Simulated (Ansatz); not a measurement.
# The cluster Si₄H₇−: geometry, orbitals and charge

What does the cluster Si₄H₇− look like as a singlet, and where do its frontier electrons sit?

Method: RKS PBE0-D4/def2-TZVPD; program: Ansatz 0.2.0, Gaussian basis.

Levels to be run: relaxation at B3LYP-D4/def2-SVPD; a search for the lowest solution at PBE0-D4/def2-SVP; a single point at PBE0-D4/def2-TZVPD; harmonic vibrations at B3LYP-D4/def2-SVPD.

## Step 1: Starting geometry

11 atoms, charge -1, spin multiplicity 1.

Atoms are counted from 1 here; the program's logs count them from 0.

Bond lengths: Si1–Si3 2.356 Å, Si1–Si4 2.355 Å, Si1–H5 1.467 Å, Si1–H9 1.464 Å, Si2–Si3 2.317 Å, Si2–Si4 2.308 Å, Si2–H6 1.470 Å, Si3–H7 1.473 Å, Si3–H10 1.470 Å, Si4–H8 1.451 Å, Si4–H11 1.459 Å. Angles: Si3–Si1–Si4 88.7°, Si3–Si1–H5 118.7°, Si3–Si1–H9 120.5°, Si4–Si1–H5 114.8°, Si4–Si1–H9 116.0°, H5–Si1–H9 99.3°, Si3–Si2–Si4 90.8°, Si3–Si2–H6 119.3°, Si4–Si2–H6 115.7°, Si1–Si3–Si2 83.1°, Si1–Si3–H7 112.0°, Si1–Si3–H10 118.1°, Si2–Si3–H7 133.7°, Si2–Si3–H10 113.9°, H7–Si3–H10 97.5°, Si1–Si4–Si2 83.3°, Si1–Si4–H8 118.5°, Si1–Si4–H11 110.7° and more.

Geometry (Å):

```xyz
11
H7Si4
Si    1.19428    0.27113    0.65789
Si   -1.76490   -0.41229    0.03348
Si   -0.59406    1.57876   -0.14335
Si    0.17279   -1.61963   -0.30563
H     2.54892    0.55425    0.17006
H    -2.86120   -0.68769   -0.90627
H    -0.19364    2.42583   -1.28023
H     0.20711   -2.87177    0.42581
H     1.47063    0.19008    2.09360
H    -1.10870    2.65004    0.72112
H     0.92877   -2.07870   -1.46647
```

The ion is computed in the gas phase, without counter-ions or solvent.

The start is a GFN1-xTB geometry.

## Step 2: Relaxation at B3LYP-D4/def2-SVPD

File in.yaml:

```yaml
crystal:
  periodic: [false, false, false]
  atoms:
    - {symbol: Si, position_ang: [1.194280, 0.271130, 0.657890]}
    - {symbol: Si, position_ang: [-1.764900, -0.412290, 0.033480]}
    - {symbol: Si, position_ang: [-0.594060, 1.578760, -0.143350]}
    - {symbol: Si, position_ang: [0.172790, -1.619630, -0.305630]}
    - {symbol: H, position_ang: [2.548920, 0.554250, 0.170060]}
    - {symbol: H, position_ang: [-2.861200, -0.687690, -0.906270]}
    - {symbol: H, position_ang: [-0.193640, 2.425830, -1.280230]}
    - {symbol: H, position_ang: [0.207110, -2.871770, 0.425810]}
    - {symbol: H, position_ang: [1.470630, 0.190080, 2.093600]}
    - {symbol: H, position_ang: [-1.108700, 2.650040, 0.721120]}
    - {symbol: H, position_ang: [0.928770, -2.078700, -1.466470]}
basis:
  gaussian: {orbitals: def2-SVPD}
total_charge: -1
hamiltonian: {xc: {name: B3LYP}, dispersion: d4}
scf: {lower_state_search: "off"}
output: {orbitals: {seedname: orbitals}}
relax: {f_tol: 0.02, max_steps: 100}
```

The run is started by

```console
$ ansatz run in.yaml --threads 4 --pin off --events-out ev --progress --plain --max-ram 3916MiB
```

The runs that follow: Searching for the lowest solution, PBE0-D4/def2-SVP; Single point, PBE0-D4/def2-TZVPD; Vibrations by finite differences.

Q: Predict the results of all the runs planned. Wanted: point group; commonest bond, hydrogen aside; HOMO, LUMO at PBE0-D4/def2-TZVPD; lowest, highest wavenumber.

**Answer**, as computed:

| quantity | value |
| --- | --- |
| point group | Cs |
| commonest bond, hydrogen aside | Si–Si, 4 of mean length 2.391 Å |
| HOMO, LUMO at PBE0-D4/def2-TZVPD | -1.17, 3.19 eV |
| lowest, highest wavenumber | 92, 2137 cm⁻¹ |

What this shows: The molecule keeps its bonding pattern by the stored test; the atoms moved 0.30 Å (rms), and the angle Si3–Si2–H6 went from 119° to 99°. All wavenumbers are real: a minimum at this level. Whether this spin is the lowest isn't tested here. The point group is read from a loosely relaxed geometry; soft torsions can leave it below the true symmetry.
